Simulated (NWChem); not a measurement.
Everything below was run with NWChem. System: hydrazine (H₄N₂), charge 0, spin multiplicity 1, at a geometry optimised with PBE0/def2-SVP. Level: CCSD(T)/def2-TZVPD, 2 core orbitals frozen.

Input file:

```
start mol
memory heap 100 mb stack 700 mb global 1900 mb
geometry units angstroms nocenter noautoz
  N      0.174524    -0.679408     0.073847
  N     -0.174524     0.679408     0.073847
  H     -0.645840    -1.230559     0.313751
  H      0.512208    -1.012035    -0.830680
  H      0.645840     1.230559     0.313751
  H     -0.512208     1.012035    -0.830680
  symmetry group C2
end
basis spherical
  * library def2-tzvpd
end
scf
  rhf
  nopen 0
  maxiter 100
  thresh 1e-7
  semidirect memsize 60000000 filesize 0
end
tce
  freeze core 2
  ccsd(t)
  2eorb
  2emet 13
  thresh 1e-6
  maxiter 100
  tilesize 24
end
task tce energy
```

Output (cleaned and shortened):

```
             Northwest Computational Chemistry Package (NWChem) 7.3.0
             --------------------------------------------------------

                                NWChem Input Module
                                -------------------

 Scaling coordinates for geometry "geometry" by  1.889725989
 (inverse scale =  0.529177249)

 Turning off AUTOSYM since
 SYMMETRY directive was detected!

                             Geometry "geometry" -> ""
                             -------------------------

 Output coordinates in angstroms (scale by  1.889725989 to convert to a.u.)

  No.       Tag          Charge          X              Y              Z
 ---- ---------------- ---------- -------------- -------------- --------------
    1 N                    7.0000     0.17452400    -0.67940800     0.07384700
    2 N                    7.0000    -0.17452400     0.67940800     0.07384700
    3 H                    1.0000    -0.64584000    -1.23055900     0.31375100
    4 H                    1.0000     0.51220800    -1.01203500    -0.83068000
    5 H                    1.0000     0.64584000     1.23055900     0.31375100
    6 H                    1.0000    -0.51220800     1.01203500    -0.83068000

 Effective nuclear repulsion energy (a.u.)      41.8840001464

            Nuclear Dipole moment (a.u.)
            ----------------------------
        X                 Y               Z
 ---------------- ---------------- ----------------
     0.0000000000     0.0000000000     0.0000000000

      Symmetry information
      --------------------

 Group name             C2
 Group number              4
 Group order               2
 No. of unique centers     3

      Symmetry unique atoms

     1    3    4


 Summary of "ao basis" -> "" (spherical)
 ------------------------------------------------------------------------------
       Tag                 Description            Shells   Functions and Types
 ---------------- ------------------------------  ------  ---------------------
 *                         def2-tzvpd                 on all atoms

 Summary of "ao basis" -> "ao basis" (spherical)
 ------------------------------------------------------------------------------
       Tag                 Description            Shells   Functions and Types
 ---------------- ------------------------------  ------  ---------------------
 N                         def2-tzvpd               13       37   6s3p3d1f
 H                         def2-tzvpd                5        9   3s2p

                                 NWChem SCF Module
                                 -----------------

  ao basis        = "ao basis"
  functions       =   110
  atoms           =     6
  closed shells   =     9
  open shells     =     0
  charge          =   0.00
  wavefunction    = RHF
  use symmetry    = T
  symmetry adapt  = T

 Summary of "ao basis" -> "ao basis" (spherical)
 ------------------------------------------------------------------------------
       Tag                 Description            Shells   Functions and Types
 ---------------- ------------------------------  ------  ---------------------
 N                         def2-tzvpd               13       37   6s3p3d1f
 H                         def2-tzvpd                5        9   3s2p

      Symmetry analysis of basis
      --------------------------

        a          55
        b          55

 Forming initial guess at       0.1s

      Superposition of Atomic Density Guess
      -------------------------------------
[...]
     6     -1.463216  1 N  s                 43     -1.463216  2 N  s
    92     -1.371947  4 H  pz               110     -1.371947  6 H  pz
    81      1.244340  3 H  px                99     -1.244340  5 H  px

 center of mass
 --------------
 x =   0.00000000 y =   0.00000000 z =   0.06053160

 moments of inertia (a.u.)
 ------------------
          70.540455694146           9.869362106066           0.000000000000
           9.869362106066          14.040455588333           0.000000000000
           0.000000000000           0.000000000000          72.374058689271

  Mulliken analysis of the total density
  --------------------------------------

    Atom       Charge   Shell Charges
 -----------   ------   -------------------------------------------------------
    1 N    7     7.41   0.82  1.16  0.52  0.84  0.17  0.02  1.47  1.70  0.66  0.01  0.06 -0.02  0.00
    2 N    7     7.41   0.82  1.16  0.52  0.84  0.17  0.02  1.47  1.70  0.66  0.01  0.06 -0.02  0.00
    3 H    1     0.78   0.26  0.42  0.05  0.04  0.02
    4 H    1     0.81   0.26  0.42  0.08  0.03  0.02
    5 H    1     0.78   0.26  0.42  0.05  0.04  0.02
    6 H    1     0.81   0.26  0.42  0.08  0.03  0.02

       Multipole analysis of the density wrt the origin
       ------------------------------------------------

     L   x y z        total         open         nuclear
     -   - - -        -----         ----         -------
     0   0 0 0      0.000000      0.000000     18.000000

     1   1 0 0      0.000000      0.000000      0.000000
     1   0 1 0      0.000000      0.000000      0.000000
     1   0 0 1     -0.779334      0.000000      0.000000

     2   2 0 0    -10.184320      0.000000      6.375612
     2   1 1 0      1.786565      0.000000     -3.954162
     2   1 0 1     -0.000000      0.000000      0.000000
     2   0 2 0     -8.629015      0.000000     41.207632
     2   0 1 1      0.000000      0.000000      0.000000
     2   0 0 2     -9.735802      0.000000      5.903988

                   NWChem Extensible Many-Electron Theory Module
                   ---------------------------------------------


            General Information
            -------------------
      Number of processors :     1
         Wavefunction type : Restricted Hartree-Fock
          No. of electrons :    18
           Alpha electrons :     9
            Beta electrons :     9
           No. of orbitals :   220
            Alpha orbitals :   110
             Beta orbitals :   110
        Alpha frozen cores :     2
         Beta frozen cores :     2
     Alpha frozen virtuals :     0
      Beta frozen virtuals :     0
         Spin multiplicity : singlet
    Number of AO functions :   110
       Number of AO shells :    46
        Use of symmetry is : on
      Symmetry adaption is : on
         Schwarz screening : 0.10D-09

          Correlation Information
          -----------------------
          Calculation type : Coupled-cluster singles & doubles w/ perturbation
   Perturbative correction : (T)
            Max iterations :      100
        Residual threshold : 0.10D-05
     T(0) DIIS level shift : 0.00D+00
     L(0) DIIS level shift : 0.00D+00
     T(1) DIIS level shift : 0.00D+00
     L(1) DIIS level shift : 0.00D+00
     T(R) DIIS level shift : 0.00D+00
     T(I) DIIS level shift : 0.00D+00
   CC-T/L Amplitude update :  5-th order DIIS
                I/O scheme : Global Array Library
        L-threshold :  0.10D-05
        EOM-threshold :  0.10D-05
 no EOMCCSD initial starts read in
 TCE RESTART OPTIONS
 SLICE:      F
 D4D5:       F
 quantumc:   F
 qrotation:  F
 pwtce:      F
 qducc:      F
 nacto:                         0
 nrotv:                         0
 nrot:                          0

            Memory Information
            ------------------
          Available GA space size is     249024700 doubles
          Available MA space size is     104853020 doubles

 Maximum block size supplied by input
 Maximum block size        24 doubles

 tile_dim =     17

 -------------------------------------------------

 Global array virtual files algorithm will be used

 Parallel file system coherency ......... OK

 4-electron integrals stored in orbital form

 v2    file size   =         12257587
 4-index algorithm nr.  13 is used
 imaxsize =       30
 imaxsize ichop =        0


CCSD iterations
 ---------------------------------------------------------
 Iter          Residuum       Correlation     Cpu    Wall
 ---------------------------------------------------------
    1   0.1668745522082  -0.4307374200871     0.9     0.9
    2   0.0418951085741  -0.4408995196589     0.9     0.9
    3   0.0148060308197  -0.4478921586991     0.9     0.9
    4   0.0060198987246  -0.4490227795162     0.9     0.9
    5   0.0025994970353  -0.4495932073887     0.9     0.9
    6   0.0006985230451  -0.4498606128799     0.9     0.9
    7   0.0002933722749  -0.4499077599669     1.2     1.2
    8   0.0001503290028  -0.4499056848953     1.1     1.1
    9   0.0000816760568  -0.4499070754893     1.1     1.1
   10   0.0000468831057  -0.4499081424739     1.0     1.0
   11   0.0000146062629  -0.4499086960468     0.8     0.8
   12   0.0000072008027  -0.4499095703133     0.8     0.8
   13   0.0000042962118  -0.4499095730850     0.8     0.8
   14   0.0000026281872  -0.4499095748042     0.8     0.8
   15   0.0000016807511  -0.4499095630821     0.9     0.9
   16   0.0000004098582  -0.4499095268326     0.9     0.9
 -----------------------------------------------------------------
 Iterations converged
 CCSD correlation energy / hartree =        -0.449909526832619
 CCSD total energy / hartree       =      -111.676927058921862

 Singles contributions

 Doubles contributions
 CCSD(T)
 Using plain CCSD(T) code
             total no. of tasks          490
 total no. of tasks / no. procs          490
                         wl_min       117504           7.0
                         wl_max       314432           8.2
        thresh for no. of tasks          490

 CCSD[T]  correction energy / hartree =        -0.016544961328606
 CCSD[T] correlation energy / hartree =        -0.466454488161225
 CCSD[T] total energy / hartree       =      -111.693472020250468
 CCSD(T)  correction energy / hartree =        -0.016101972060667
 CCSD(T) correlation energy / hartree =        -0.466011498893286
 CCSD(T) total energy / hartree       =      -111.693029030982530

 Task  times  cpu:       78.1s     wall:       78.1s

 Total times  cpu:       78.1s     wall:       78.1s
```
